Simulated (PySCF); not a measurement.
**Sulfur: a sound run and one with changed settings**

Sound run: S [Ne] 3s2 3p4, S⁺ [Ne] 3s2 3p3. Computed with PySCF 2.14 in 6-31G* (4s3p1d, 18 functions), with no relativity, point nucleus. In the sound run the correlated levels freeze [Ne]. The sound run starts from symmetry-adapted Hartree-Fock orbitals and uses a fine grid where one is needed.

Changed run: the spin-free X2C one-electron Hamiltonian (Gaussian nucleus). This setting is unsound on purpose.

```
species   method  sound run (hartree)  changed run (hartree)  converged
      S      UHF           -397.47464             -398.43945        yes
      S    B3LYP           -398.10192             -399.06626        yes
      S      LDA           -396.69242             -397.65626        yes
      S      MP2           -397.55092             -398.51577        yes
      S  CCSD(T)           -397.56991             -398.53473        yes
     S⁺      UHF           -397.13847             -398.10367        yes
     S⁺    B3LYP           -397.71674             -398.68146        yes
     S⁺      LDA           -396.30717             -397.27142        yes
     S⁺      MP2           -397.20271             -398.16794        yes
     S⁺  CCSD(T)           -397.22125             -398.18644        yes
```

Ionisation energy of S:

```tsv
method	sound run (eV)	changed run (eV)
UHF	9.148	9.137
B3LYP	10.481	10.471
LDA	10.483	10.472
MP2	9.475	9.465
SCS-MP2	9.503	9.492
CCSD	9.475	9.465
CCSD(T)	9.487	9.478
```

Most of the change in total energy is the relativistic energy itself. On top of that the contraction fixes the core shape for the Hamiltonian it was made with, so the changed run is not a good calculation with the other Hamiltonian either.

For comparison, NIST gives 10.360 eV between the lowest levels.
